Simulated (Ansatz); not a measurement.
# AlSiH₂+ (triplet): wave-function methods side by side, cc-pVTZ

An exercise on one series of results from a longer session: the logs are not shown, and one member is left open.

Program: Ansatz 0.2.0, Gaussian basis. Level of theory: cc-pVTZ, core rule «outside noble gas», up to 10 orbitals frozen. These are calculated values, not measurements.

To be run: UHF; CCSD(T) on ROHF; CCSD(T) on UHF; BCCD(T) on ROHF; CCSDT(Q) on ROHF; CCSDT(Q) on UHF.

9 further runs of the same task are left out: 4 for a known fault of the program, 5 set aside as unsound or not needed.

### The system

The geometry is a PBE0/def2-TZVP stationary point (not a proven minimum) of the parent state, kept for this charge and spin.

4 atoms, charge 1, spin multiplicity 3.

Atoms are counted from 1 here; the program's logs count them from 0.

Bond lengths: Si1–Al2 2.509 Å, Si1–H3 1.501 Å, Si1–H4 1.501 Å. Angles: Al2–Si1–H3 121.8°, Al2–Si1–H4 121.8°, H3–Si1–H4 104.9°.

Coordinates:

```xyz
4
AlH2Si
Si   -0.0563    0.0000    1.1568
Al    0.0305    0.0000   -1.3507
H     0.3768   -1.1894    1.9627
H     0.3768    1.1894    1.9627
```

Set-up of the first run:

The input, in.yaml:

```yaml
crystal:
  periodic: [false, false, false]
  atoms:
    - {symbol: Si, position_ang: [-0.056321, 0.000000, 1.156776]}
    - {symbol: Al, position_ang: [0.030473, 0.000000, -1.350744]}
    - {symbol: H, position_ang: [0.376805, -1.189387, 1.962674]}
    - {symbol: H, position_ang: [0.376805, 1.189387, 1.962674]}
basis:
  gaussian: {orbitals: cc-pVTZ}
total_charge: 1
magnetization: {spin_polarized: true, initial_magnetization: 2}
hamiltonian: {xc: hf}
output: {orbitals: {seedname: orbitals}}
```

Launch:

```
$ ansatz run in.yaml --threads 1 --pin off --events-out ev --progress --plain --max-ram 2816MiB --backend cpu
```

Among the steps run: UHF; CCSD(T) on ROHF; CCSD(T) on UHF; BCCD(T) on ROHF; CCSDT(Q) on ROHF; CCSDT(Q) on UHF.

One table of the session follows, with a row left open; its other results are not shown here.

It belongs to the step «Misses and costs». 

| method | from UCCSDT(Q) (kcal/mol) |
| --- | --- |
| ROHF | +110.64 |
| UHF | +106.01 |
| RMP2 | +24.96 |
| UMP2 | +25.50 |
| RCCSD | +5.24 |
| UCCSD | +4.98 |
| RCCSD(T) | +1.13 |
| UCCSD(T) | +1.13 |
| BCCD(T) | +1.14 |
| RCCSDT | +0.25 |
| UCCSDT | +0.20 |
| RCCSDT(Q) | ? |
| UCCSDT(Q) | 0 |

Q: Estimate the row for RCCSDT(Q) from the others.

**Answer.** from UCCSDT(Q) (kcal/mol): +0.05. In the column «from UCCSDT(Q) (kcal/mol)» it lies between UCCSDT(Q) (0) and UCCSDT (+0.20).

Caveats from the session: Restricted and unrestricted rows rest on different reference determinants; where their highest levels disagree by more than a few hundredths of an eV, they describe different states and don't form one ladder.
